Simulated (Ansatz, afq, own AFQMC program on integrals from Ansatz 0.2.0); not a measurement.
AFQMC on a folder of integrals that Ansatz 0.2.0 wrote.

```yaml
crystal:
  periodic: [false, false, false]
  atoms:
    - {symbol: Cl, position_ang: [0.000000, 0.000000, 0.000000]}
    - {symbol: Mg, position_ang: [0.000000, 0.000000, 2.296700]}
basis:
  gaussian: {orbitals: aug-cc-pVDZ}
total_charge: -1
magnetization: {spin_polarized: true, initial_magnetization: 2}
correlation: {method: ccsd_t, electrons: outside_noble_gas, hamiltonian_folder: ham}
```

```sh
$ ansatz run in.yaml --threads 1 --pin off --events-out ev --progress --plain --max-ram 1382MiB
```

afq runs on the folder ham with

```
--method free --trial cisd --walkers 60 --time-step 0.03 --max-blocks 80 --target-error 0.00038 --factor-cut 1e-05 --seed 5552 --times 0,0.21,0.42,0.81,1.2,1.8,2.4,3 --taylor-order 8
```

Times are imaginary, in 1/Eh. The walk had a cap of 1931 s.

```
orbitals 44  electrons 6 4  factors 320 of 529
reference energy -659.18038107 Eh
CCSD correlation -0.18026437 Eh in 11 cycles, weight of the determinant in the CISD state 0.9101
repeat  energy at the last time / Eh  error
    10  -659.364986  0.000530
    20  -659.365366  0.000360
    30  -659.365645  0.000307
time / (1/Eh)  energy / Eh  error  mean overlap
  0.00  -659.360738  0.000193  1.0990
  0.21  -659.363188  0.000243  1.0986
  0.42  -659.364248  0.000233  1.0978
  0.81  -659.364824  0.000163  1.1073
  1.20  -659.365590  0.000281  1.0992
  1.80  -659.366264  0.000437  1.1032
  2.40  -659.365959  0.000359  1.0985
  3.00  -659.365742  0.000315  1.0902
energy -659.365742 +/- 0.000315 Eh
```

(1) Estimate how long the walk took on 1 thread of AMD EPYC 7R32 (Zen 2) (shared host).

The run passed its tests (error under three times the target), which doesn't prove that it has relaxed.

Against this walk (error 8.6 meV) on the same determinant: CCSD(T) 8.8 meV higher (within the noise), CCSDT(Q) 14.2 meV lower (within the noise). The error is statistical, and a free projection of finite length keeps a remainder of its start.

Cautions: remainder of the start not in the error; lower spins were not checked.

Results:

(1) 110 s of wall time.

CCSDT and higher add their correlation energy to the determinant of the CCSD(T) run, since their own runs factorise the integrals more tightly (a shift of under 2 meV). A walk keeps the symmetry of its determinant, which the program's search chose and which needn't be the lowest solution, so a lower state of the same spin and another symmetry isn't excluded.
